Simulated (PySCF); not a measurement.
# NH3: coupled-cluster ionisations and excitations

What coupled-cluster ionisations and excitations should NH3 (`N`) show?

The runs use PySCF 2.14.0, with density-fitted response routines of our own; the level of theory stands in each step. All values are computed, except where a source is named. Atoms are numbered from 0 throughout.

### Step 1. The starting structure

4 atoms, charge 0, multiplicity 1; geometry from: PBE0-D3(BJ)/def2-TZVP.

Bonds of the start (Å): N0–H1 1.01, N0–H2 1.01, N0–H3 1.01.

### Step 2. EOM-CCSD: aug-cc-pVTZ

What the job is given:

```
{"job": {"kind": "eom", "basis": "aug-cc-pVTZ", "nip": 2, "nee": 6}, "charge": 0, "multiplicity": 1}
N      0.000685    -0.001387     0.071455
H     -0.579177    -0.736991    -0.312432
H     -0.358069     0.876199    -0.283327
H      0.928601    -0.121592    -0.314885
```

With the program's defaults for keys left out, this is: EOM-CCSD/aug-cc-pVTZ, vertical, frozen core, gas phase.

Predict these results of the whole session: correlation energy, MP2 and CCSD; T1 diagnostic; first ionisation (EOM-IP-CCSD); lowest singlet (EOM-EE-CCSD).

The runs gave:

```
                        quantity            value
correlation energy, MP2 and CCSD  -6.54, -6.85 eV
                   T1 diagnostic           0.0083
  first ionisation (EOM-IP-CCSD)         10.83 eV
    lowest singlet (EOM-EE-CCSD)          6.57 eV
```

In words: MP2 recovers 95 % of the CCSD correlation energy. For the hole of the first ionisation, Koopmans' theorem lies 0.83 eV above EOM-IP-CCSD.
